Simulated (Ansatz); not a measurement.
# SiH₃+: how energies converge with the basis set

An exercise on one series of results from a longer session: the logs are not shown, and one member is left open.

The runs use Ansatz 0.2.0, Gaussian basis; one geometry, several basis sets.

Plan: PBE0-D4/def2-SVP; ωB97M-V/def2-SVP; PBE0-D4/def2-QZVPP; ωB97M-V/def2-QZVPP; CCSD(T)/cc-pV(D+d)Z; CCSD(T)/cc-pV(T+d)Z; CCSD(T)/cc-pV(Q+d)Z; the functionals' def2-TZVPP values are taken from earlier runs.

## The relaxed structure

An earlier PBE0-D4 in a triple-zeta def2 set relaxation fixed the geometry.

SMILES `[SiH3+]`, 4 atoms, charge 1, spin multiplicity 1.

Atoms are counted from 1 here; the program's logs count them from 0.

Bond lengths: Si1–H2 1.472 Å, Si1–H3 1.472 Å, Si1–H4 1.472 Å. Angles: H2–Si1–H3 120.0°, H2–Si1–H4 120.0°, H3–Si1–H4 120.0°.

As a file:

| atom | x (Å) | y (Å) | z (Å) |
| --- | --- | --- | --- |
| Si1 | 0.0000 | 0.0000 | 0.0000 |
| H2 | 0.6869 | 0.6754 | 1.1130 |
| H3 | -0.1184 | -1.4672 | -0.0099 |
| H4 | -0.5685 | 0.7917 | -1.1031 |

The first run:

in.yaml

```yaml
crystal:
  periodic: [false, false, false]
  atoms:
    - {symbol: Si, position_ang: [-0.000008, -0.000000, 0.000005]}
    - {symbol: H, position_ang: [0.686861, 0.675449, 1.112978]}
    - {symbol: H, position_ang: [-0.118398, -1.467179, -0.009923]}
    - {symbol: H, position_ang: [-0.568456, 0.791730, -1.103060]}
basis:
  gaussian: {orbitals: def2-SVP}
total_charge: 1
hamiltonian: {xc: pbe0, dispersion: d4}
output: {orbitals: {seedname: orbitals}}
```

Command:

```
ansatz run in.yaml --threads 2 --pin off --events-out ev --progress --plain --max-ram 32768MiB --backend cpu
```

Steps of the session up to this table: PBE0-D4 in def2-SVP; ωB97M-V in def2-SVP; PBE0-D4 in def2-QZVPP; ωB97M-V in def2-QZVPP.

One of the session's tables, all rows but one given; the rest of the session is left out.

It belongs to the step «Functionals by basis». 

| functional | basis | HOMO (eV) | LUMO (eV) |
| --- | --- | --- | --- |
| PBE0-D4 | def2-SVP | ? | ? |
| PBE0-D4 | def2-TZVPP | -17.70 | -10.23 |
| PBE0-D4 | def2-QZVPP | -17.70 | -10.23 |
| ωB97M-V | def2-SVP | -19.94 | -8.21 |
| ωB97M-V | def2-TZVPP | -19.96 | -8.17 |
| ωB97M-V | def2-QZVPP | -19.96 | -8.17 |

**Question.** Estimate the row for PBE0-D4, def2-SVP.

As computed: HOMO (eV): -17.72; LUMO (eV): -10.29. In the column «HOMO (eV)» it lies between ωB97M-V, def2-SVP (-19.94) and PBE0-D4, def2-TZVPP (-17.70).
